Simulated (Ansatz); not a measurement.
## HPB, quartet: breathe scan

Starting geometry (PBE0/def2-TZVP stationary point for this spin, not checked as a minimum):

```xyz
3

B     0.0000    0.0866    1.3928
P     0.0000   -0.0729   -0.4582
H     0.0000    1.3116   -0.8601
```

From there all distances are scaled together; atoms are numbered as listed. Energies are in eV, counted from the starting geometry at the same level.

Basis 6-31G; Ansatz 0.2.0. Only valence electrons are correlated (noble-gas cores frozen). R marks a restricted (for open shells ROHF) determinant, U an unrestricted one. Active spaces: valence = (9e, 9o) chosen from the atoms' valence shells.

Unrestricted rows (U) aren't spin-pure: their determinants' ⟨S²⟩ exceeds S(S+1) by up to 0.99, so they mix in states of higher spin. Coupled cluster chose its determinant by a search with trial CCSD, here up to 0.31 eV above the lowest Hartree–Fock solution of its kind. Runs in a small pair space aren't shown, since their orbitals change along the scan. A value is left out where its run failed or describes another state than the reference as far as symmetry and spin tell, or, spin-broken singlets apart, can't be checked. So is a cluster or MP2 value whose T1 reaches 0.2, or 0.1 on a determinant over 1 eV above the lowest, or whose CCSD ends far below full CI on such a determinant. The reference follows the lowest state, whose symmetry changes from A'' to A' between 1.986 and 2.396.

Full CI is exact within this basis and frozen core; it isn't the basis-set limit. The frozen core follows each run's orbitals, which can shift R against U totals by a few meV.

```json
{"scale of all distances": "0.883", "full CI": "1.595", "unpaired electrons (full CI)": "3.02", "error UHF": "-0.177", "error UMP2": "-0.097", "error RCCSD": "-0.013", "error RCCSDT": "-0.001", "error NEVPT2 (valence space)": "0.011", "error MRCISD (valence space)": "0.002"}
{"scale of all distances": "1.000", "full CI": "0.000", "unpaired electrons (full CI)": "3.03", "error UHF": "0.000", "error UMP2": "0.000", "error RCCSD": "0.000", "error RCCSDT": "0.000", "error NEVPT2 (valence space)": "0.000", "error MRCISD (valence space)": "0.000"}
{"scale of all distances": "1.130", "full CI": "0.094", "unpaired electrons (full CI)": "3.06", "error UHF": "0.245", "error UMP2": "0.156", "error RCCSD": "0.022", "error RCCSDT": "0.002", "error NEVPT2 (valence space)": "-0.005", "error MRCISD (valence space)": "-0.001"}
{"scale of all distances": "1.297", "full CI": "0.982", "unpaired electrons (full CI)": "3.14", "error UHF": "0.446", "error UMP2": "0.553", "error RCCSD": "0.043", "error RCCSDT": "0.005", "error NEVPT2 (valence space)": "0.000", "error MRCISD (valence space)": "-0.001"}
{"scale of all distances": "1.472", "full CI": "1.812", "unpaired electrons (full CI)": "3.31", "error UHF": "0.107", "error UMP2": "0.625", "error RCCSD": "0.015", "error RCCSDT": "0.003", "error NEVPT2 (valence space)": "0.006", "error MRCISD (valence space)": "-0.003"}
{"scale of all distances": "1.782", "full CI": "2.592", "unpaired electrons (full CI)": "4.01", "error UHF": "-0.498", "error UMP2": "0.212", "error RCCSD": "0.011*", "error RCCSDT": "0.003*", "error NEVPT2 (valence space)": "0.000", "error MRCISD (valence space)": "-0.013"}
{"scale of all distances": "1.986", "full CI": "2.800", "unpaired electrons (full CI)": "4.53", "error UHF": "-0.683", "error UMP2": "0.067", "error RCCSD": "0.008*", "error RCCSDT": "0.002*", "error NEVPT2 (valence space)": "-0.005", "error MRCISD (valence space)": "-0.018"}
{"scale of all distances": "2.396", "full CI": "2.936", "unpaired electrons (full CI)": "4.96", "error UHF": "-0.799", "error UMP2": "-0.023", "error RCCSD": "–", "error RCCSDT": "–", "error NEVPT2 (valence space)": "-0.012", "error MRCISD (valence space)": "-0.022"}
```

An asterisk marks runs whose energy the program itself flagged as in doubt.

Unpaired electrons are Σ n²(2−n)² over natural occupations. Errors are those of relative energies. In total energy the starting point itself misses full CI by: UHF 2.412, UMP2 0.694, RCCSD 0.076, RCCSDT 0.003, NEVPT2 (valence space) 0.269, MRCISD (valence space) 0.033 eV.

Spread of the error over the points with a reference, to 2.396 (largest less smallest): RCCSDT 0.007 (7 of 8 points), NEVPT2 (valence space) 0.023, MRCISD (valence space) 0.024, RCCSD 0.056 (7 of 8 points), UMP2 0.721, UHF 1.245 eV.
